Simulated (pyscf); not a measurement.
Thermochemistry of product channels of HO–B(Cl)–Cl (SMILES OB(Cl)Cl) + HF (SMILES F) on the singlet surface, in kJ/mol, from CCSD(T)/def2-TZVPP + ΔMP2(QZVPP) energies (ideal gas, 1 atm, RRHO with modes under 100 cm⁻¹ raised to 100, one conformer, R ln 2 for chiral ones without a mode under 150 cm⁻¹). Single points on ωB97X-D3(BJ)/def2-SVP structures (PySCF, gas phase). Correlated levels are frozen-core, on RHF or UHF. ΔMP2 is the change of the MP2 total energy from the triple- to the quadruple-zeta basis.

```csv
products,ΔE,ΔH(298 K),ΔG(600 K),ΔG(900 K)
HO–B(F)–Cl (SMILES OB(F)Cl) + HCl (SMILES Cl),-55.0,-58.5,-59.2,-59.0
H₂O (SMILES O) + F–B(Cl)–Cl (SMILES FB(Cl)Cl),___,-1.7,-5.4,___
```

Task: Some entries are withheld; supply them.

Result: 
- H₂O (SMILES O) + F–B(Cl)–Cl (SMILES FB(Cl)Cl), ΔE: -1.3
- H₂O (SMILES O) + F–B(Cl)–Cl (SMILES FB(Cl)Cl), ΔG(900 K): -6.2

These are energies of the channels, which say nothing of barriers. The CCSD(T) − MP2 part came from Ansatz, without density fitting, on the same reference.
